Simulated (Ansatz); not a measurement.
# CH5BS: geometry optimisation from a Python script

What geometry does CH5BS take? A script is to give a geometry optimisation; the system is CH5BS.

All numbers are computed with the Python package of Ansatz 0.2.0. Level of theory: PBE/6-31G*.

## Step 1: Starting point

Bond lengths: C1–B2 1.518 Å, B2–S3 1.867 Å, C1–H4 1.057 Å, C1–H5 1.151 Å, C1–H6 1.146 Å, B2–H7 1.203 Å, S3–H8 1.367 Å. Angles: C1–B2–S3 119.1°, C1–B2–H7 121.1°, S3–B2–H7 119.8°, B2–C1–H4 111.4°, B2–C1–H5 112.0°, B2–C1–H6 112.8°, H4–C1–H5 106.1°, H4–C1–H6 108.7°, H5–C1–H6 105.4°, B2–S3–H8 92.5°.

No structure file is read: the coordinates are typed or built in the script.

## Step 2: The code

Input file run_opt.py:

```python
'''Geometry optimisation of CH5BS.'''

import ansatz as az
import numpy as np

mol = (
    az.Crystal.molecule()
    .atom('C', (-0.5866, 0.7058, -0.2726))
    .atom('B', (0.6886, -0.0854, -0.0417))
    .atom('S', (0.781, -1.252, 1.4134))
    .atom('H', (-1.4142, 0.0661, -0.4273))
    .atom('H', (-0.5181, 1.3713, -1.2096))
    .atom('H', (-0.8294, 1.4188, 0.5905))
    .atom('H', (1.6324, 0.0286, -0.7784))
    .atom('H', (0.3385, -2.3103, 0.67))
)

calculation = (
    mol.calculation()
    .basis(gaussian='6-31G*')
    .functional('pbe')
)
symbols = [site.symbol for site in mol.cartesian_sites]
start = np.array([site.position_ang for site in mol.cartesian_sites], dtype=float)
report = calculation.relax(force_tolerance=0.01).run(threads=1, pin='off').report
end = np.array(report['positions_ang'])

print(f'E = {report["free_energy_ev"]:.6f} eV = {report["free_energy_ev"] / 27.211386246:.7f} Ha')
print('converged:', report['converged'], ' doubts:', report['published_state_doubts'] or 'none')

print('bond        before    after (A)')
for i, j in [(0, 1), (0, 3), (0, 4), (0, 5), (1, 2), (1, 6), (2, 7)]:
    d0, d1 = (np.linalg.norm(xyz[i] - xyz[j]) for xyz in (start, end))
    print(f'{symbols[i]}{i}-{symbols[j]}{j}'.ljust(10), f'{d0:8.4f} {d1:8.4f}')
for i, j, k in [(1, 0, 3), (1, 0, 4), (1, 0, 5), (3, 0, 4), (3, 0, 5), (4, 0, 5), (0, 1, 2), (0, 1, 6)]:
    u, v = end[i] - end[j], end[k] - end[j]
    print(f'angle {symbols[i]}{i}-{symbols[j]}{j}-{symbols[k]}{k}: {np.degrees(np.arccos(np.clip(u @ v / np.linalg.norm(u) / np.linalg.norm(v), -1, 1))):.2f} deg')

charges = report['charge_distribution']
print('dipole moment', round(4.803205 * float(np.linalg.norm(charges['dipole_moment_e_ang'])), 3), 'D')
print('Mulliken:', [(s, round(q, 3)) for s, q in zip(symbols, charges['mulliken_charges_e'])])
with open('ch5bs_opt.xyz', 'w') as handle:
    handle.write(f'{len(symbols)}\nrelaxed CH5BS\n')
    handle.writelines(f'{s:2s} {x:11.6f} {y:11.6f} {z:11.6f}\n' for s, (x, y, z) in zip(symbols, end))
```

## Step 3: The input behind the calls

The package turns the script's settings into the engine's input:

```yaml
crystal:
  periodic: [false, false, false]
  atoms:
    - { symbol: C, position_ang: [-0.5866, 0.7058, -0.2726] }
    - { symbol: B, position_ang: [0.6886, -0.0854, -0.0417] }
    - { symbol: S, position_ang: [0.781, -1.252, 1.4134] }
    - { symbol: H, position_ang: [-1.4142, 0.0661, -0.4273] }
    - { symbol: H, position_ang: [-0.5181, 1.3713, -1.2096] }
    - { symbol: H, position_ang: [-0.8294, 1.4188, 0.5905] }
    - { symbol: H, position_ang: [1.6324, 0.0286, -0.7784] }
    - { symbol: H, position_ang: [0.3385, -2.3103, 0.67] }
basis:
  gaussian:
    orbitals: "6-31G*"
hamiltonian:
  xc: pbe
relax:
  f_tol: 0.01
```

## Step 4: The run

Launch:

```sh
$ python run_opt.py
```

Q: Predict the main results. Wanted: total energy; dipole moment; moves of the relaxation; energy gained; last largest force component.

The runs gave:

| quantity | value |
| --- | --- |
| total energy | -12622.8511 eV |
| dipole moment | 0.70 D |
| moves of the relaxation | 12 |
| energy gained | 0.986 eV |
| last largest force component | 0.0021 eV/Å |

What this shows: The relaxation took 12 moves; the largest shift is 1.221 Å, of atom 8 (H). So large a move can change the bonding: the results belong to the relaxed structure. The end point is the stationary point reached from this start; no frequency run checks that it is a minimum, and the basis set is modest.
